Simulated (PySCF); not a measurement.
**quartet NH+: levels of theory compared**

Wanted: a comparison of 4 runs (UB2PLYP/def2-SVP, UM06-2X/def2-SVP, USVWN5/def2-SVP, UMP2/def2-SVP) of quartet NH+. 

Program for the calculation: PySCF 2.14.0.

13 further runs of the same task are left out: 5 that didn't finish, 8 set aside as unsound or not needed.

### 1 The system as given

NH+: 2 atoms, total charge +1, spin state quartet. SMILES of the parent species: `[NH+]`. Geometry: relaxed at GFN2-xTB. That shape belongs to the parent species and isn't relaxed for this state.

Bond lengths: N1–H2 1.093 Å.

### 2 A single-point energy at UB2PLYP/def2-SVP (run 1)

Contents of geometry.xyz:

```xyz
2
HN
N      0.000000     0.000000     0.000000
H      0.000000     0.000000     1.092650
```

Contents of run.py:

```python
from pyscf import gto, dft, mp

mol = gto.M(
    atom='geometry.xyz',
    max_memory=1860,
    basis='def2-svp',
    spin=3,
    charge=1,
    verbose=4,
)

mf = dft.UKS(mol)
mf.xc = '0.53*HF + 0.47*B88, 0.73*LYP'
mf.grids.level = 5
mf.conv_tol = 1e-10
mf.kernel()
if not mf.converged:
    mf = mf.newton().run(mf.mo_coeff, mf.mo_occ)

pt = mp.MP2(mf, frozen=1).run()
e_tot = mf.e_tot + 0.27 * pt.e_corr
print('PT2 part  %.8f' % (0.27 * pt.e_corr))
print('Final energy', e_tot)
```

On the command line:

```console
OMP_NUM_THREADS=1 python run.py
```

The program printed:

```text
PySCF version 2.14.0

[... 53 lines left out ...]
WARN: HOMO -0.213477937488375 >= LUMO -0.371255386941804
[... 42 lines left out ...]
converged SCF energy = -54.6090052500241  <S^2> = 3.7523225  2S+1 = 4.0011611
[... 1 line left out ...]
******** <class 'pyscf.mp.ump2.UMP2'> ********
nocc = (np.int64(4), np.int64(1)), nmo = (18, 18)
frozen orbitals 1
E(UMP2) = -54.6915813125186  E_corr = -0.0825760624945385
E(SCS-UMP2) = -54.6870647153726  E_corr = -0.0780594653484977
E_corr(same-spin) = -0.0242674726672482
E_corr(oppo-spin) = -0.0583085898272903
PT2 part  -0.02229554
Final energy -54.631300786897604
```

Run time: 1.9 s. Hardware: 1 thread of Arm Neoverse V1, shared host; peak memory 0.17 GiB.

### 3 The energy at UM06-2X/def2-SVP (run 2)

Contents of calc.py:

```python
from pyscf import gto, dft

mol = gto.M(
    atom='N 0.000000 0.000000 0.000000; H 0.000000 0.000000 1.092650',
    max_memory=1860,
    verbose=4,
    charge=1,
    spin=3,
    basis='def2-svp',
)

myscf = dft.UKS(mol, xc='m06-2x')
myscf.grids.level = 5
myscf.conv_tol = 1e-10
myscf.kernel()
if not myscf.converged:
    myscf = myscf.newton().run(myscf.mo_coeff, myscf.mo_occ)

energy = myscf.e_tot
print('E(%s) = %.9f' % ('M06-2X', energy))
```

On the command line:

```console
OMP_NUM_THREADS=1 python calc.py
```

The program printed:

```text
PySCF version 2.14.0

[... 52 lines left out ...]
WARN: HOMO -0.219604106918169 >= LUMO -0.370969816299462
[... 38 lines left out ...]
converged SCF energy = -54.6541302048943  <S^2> = 3.7525667  2S+1 = 4.0012831
E(M06-2X) = -54.654130205
```

Wall time 2.5 s (1 thread of Arm Neoverse V1, shared host); peak memory 0.19 GiB.

Run 3 isn't shown in full; the table further down has it.

### 4 A single-point energy at UMP2/def2-SVP (run 4)

Contents of calc.py:

```python
from pyscf import gto, mp

system = gto.M(
    atom='''
N        0.000000       0.000000       0.000000
H        0.000000       0.000000       1.092650
''',
    verbose=3,
    charge=1,
    spin=3,
    basis='def2-svp',
    max_memory=1860,
)

mf = system.UHF()
mf.conv_tol = 1e-10
mf.kernel()
if not mf.converged:
    mf = mf.newton().run(mf.mo_coeff, mf.mo_occ)

pt = mp.MP2(mf, frozen=1).run()
e_final = pt.e_tot
print('Final energy', e_final)
```

On the command line:

```console
OMP_NUM_THREADS=1 python calc.py
```

The program printed:

```text
WARN: HOMO -0.19162070880919 >= LUMO -0.383298676414869

converged SCF energy = -54.4796707873573  <S^2> = 3.7543096  2S+1 = 4.0021542
E(UMP2) = -54.5474284436463  E_corr = -0.0677576562890277
E(SCS-UMP2) = -54.5430814022572  E_corr = -0.0634106148998758
Final energy -54.547428443646346
```

Wall time 0.75 s (1 thread of Arm Neoverse V1, shared host); peak memory 0.12 GiB.

### 5 Overview of the runs

```
run             level  frozen core orbitals  integration grid  energy (Eh)  HOMO energy (eV)  LUMO energy (eV)   ⟨S²⟩  wall time
  1  UB2PLYP/def2-SVP                     1                 5   -54.631301            -24.41            -14.88  3.752      1.9 s
  2  UM06-2X/def2-SVP                     –                 5   -54.654130            -24.00            -16.03  3.753      2.5 s
  3   USVWN5/def2-SVP                     –                 5   -54.197550            -20.24            -18.78  3.752      1.2 s
  4     UMP2/def2-SVP                     1                 –   -54.547428            -28.28            -10.39  3.754     0.75 s
```

### 6 What came out

| quantity | value |
| --- | --- |
| run 4: total energy | -54.54743 Eh |
| run 4: HOMO energy (Hartree–Fock orbitals) (highest over α and β) | -28.28 eV |
| run 4: LUMO energy (Hartree–Fock orbitals) (lowest over α and β) | -10.39 eV |
| run 4: correlation energy (1 core orbital frozen) | -67.8 mEh |
| run 4: ⟨S²⟩ of the reference determinant | 3.754 |

In words: Totals of different functionals can't be ranked against each other. All runs together took 6.3 s, the longest 2.5 s.
